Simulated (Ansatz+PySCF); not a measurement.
Two shapes of singlet SO3.

Shape 1:

```xyz
4

S     0.0000    0.0000    0.0000
O     1.4415    0.0000    0.0000
O    -0.7207    1.2484    0.0000
O    -0.7207   -1.2484    0.0000
```

Shape 2:

```xyz
4

S    -0.0352    0.0234   -0.0267
O     1.4136   -0.0320    0.0265
O    -0.7472    1.2888   -0.0129
O    -0.7399   -1.2796    0.0340
```

Basis set: def2-SVP (spherical functions). Left uncorrelated: 8 orbitals. Charge 0, multiplicity 1.

Computed with Ansatz (development build ahead of 0.2.0); each method stands on the lowest determinant of its kind that the runs found.

Which shape is lower in energy, and by how much in each method?

```tsv
method	E(2) − E(1) (eV)
RHF	0.280
UHF-CCSD(T)	0.060
PBE0 (unrestricted)	0.095
r²SCAN (restricted)	0.048
ωB97X (restricted)	0.119
```

Shape 1 is lower.
